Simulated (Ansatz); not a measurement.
The input, for Ansatz 0.2.0:

```yaml
crystal:
  periodic: [false, false, false]
  atoms:
    - {symbol: Al, position_ang: [0.000000, 0.000000, 0.407013]}
    - {symbol: Li, position_ang: [0.000000, 0.000000, -1.976987]}
    - {symbol: H, position_ang: [0.000000, 1.307862, 1.359422]}
    - {symbol: H, position_ang: [0.000000, -1.307862, 1.359422]}
basis:
  gaussian: {orbitals: 6-31G}
correlation: {method: fic_mrcisd_q, electrons: outside_noble_gas, active_space: {window: {electrons: 2, orbitals: 2}, states: [{multiplicity: 1, irrep: Sigma, weights: [1]}]}}
```

```sh
$ ansatz run in.yaml --threads 1 --pin off --events-out ev --progress --plain --max-ram 2393MiB
```

(1) One thing in this input was set wrong on purpose, beside settings that are merely unusual. What is the gravest fault, and what does the program do?

## Answers

(1) Irrep not in the group. How the run ends: stopped by an error.
```
541 factors; integrals over basis functions are off by at most 1.8e-7 eV
mean field evaluation 1: about -6814.6604 eV, gradient 6.7e0 eV
mean field evaluation 2: about -6814.6710 eV, gradient 6.7e0 eV
mean field evaluation 4: about -6815.0355 eV, gradient 3.2e-1 eV
mean field evaluation 8: about -6815.0368 eV, gradient 5.3e-4 eV
mean field -6815.03679595 eV, -250.4479828532 hartree, gradient 3.9e-6 eV, S^2 0.000000; 0 other end points of the search recorded, 0 dependent functions left out
reference -6815.03679595 eV, -250.4479828532 hartree; 9, 9 occupied and 17, 17 virtual orbitals, 541 factors
Error: the irrep Sigma is not accepted for these orbitals, which take A1, B1, B2, A2, or 1 to 4
```
